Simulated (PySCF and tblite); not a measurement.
C₄H₆O, numbered as in [CH:1]#[C:2][O:3][CH2:4][CH3:5].

Conformers came from 90 starts (ETKDG and KDG, MMFF94s, GFN2-xTB); geometries are PBE0-D3(BJ)/def2-SVP. Weights use CAM-B3LYP-D3(BJ)/def2-TZVP (IEF-PCM, chloroform) energies plus GFN2-xTB zero-point and thermal terms (modes under about 100 cm⁻¹ blended into free rotors). Symmetry numbers and mirror images are counted. Conformers within 3 kcal/mol (GFN2-xTB free energy) were kept, 8 at most. GIAO shieldings: PBE0/pcSseg-1 (IEF-PCM, chloroform). Shifts are against TMS (¹H), TMS (¹³C) at the same level. (PySCF 2.14, tblite 0.8.)

Torsions listed: C2–O3–C4–C5. Of a mirror pair one member is shown.

```tsv
conformer	shape	weight %	dipole D
1	180°	52.6	2.53
2	-70°	47.4	2.57
```

(1) How do the computed shifts compare with measured ones?

Answers

(1) 
```csv
nucleus,signal,leading conformer,average,measured,medium
¹³C,C1,28.0,29.0,26.5,not stated per compound (mostly CDCl3 or CCl4)
¹³C,C2,94.7,94.2,90.9,not stated per compound (mostly CDCl3 or CCl4)
```

Measured values: Pretsch, Buehlmann, Badertscher, Structure Determination of Organic Compounds, 4th ed. (2009). Mean difference for ¹³C: 2.90 ppm, scatter 0.40 ppm. The computed shifts are unscaled and lack vibrational corrections.
